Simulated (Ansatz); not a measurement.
Input for Ansatz (development build ahead of 0.2.0):

```yaml
crystal:
  periodic: [false, false, false]
  atoms:
    - { symbol: C, position_ang: [0.00509, -0.03897, -0.76074] }
    - { symbol: C, position_ang: [0.0487, 0.65105, 0.48549] }
    - { symbol: C, position_ang: [-0.01942, -0.70987, 0.55163] }
    - { symbol: H, position_ang: [0.90282, 0.00269, -1.42856] }
    - { symbol: H, position_ang: [-0.94756, 0.0258, -1.58118] }
    - { symbol: H, position_ang: [0.05538, 1.58015, 1.01565] }
    - { symbol: H, position_ang: [-0.02201, -1.50296, 1.00283] }
basis:
  gaussian: { orbitals: "6-31G" }
hamiltonian:
  xc: hf
correlation:
  method: mp2
  frozen_orbitals: { C: 1, H: 0 }
```

The input is written out in the form of the current development build from the run's settings.

Output:

| Quantity | Value |
| --- | --- |
| Converged | yes |
| Reference energy | -115.71215 hartree |
| Correlation energy | -0.27205 hartree |
| Total energy | -115.98421 hartree |
| Spin squared of the determinant | 0.000 |

Caution: no unrestricted run beside it, a lower state can exist.
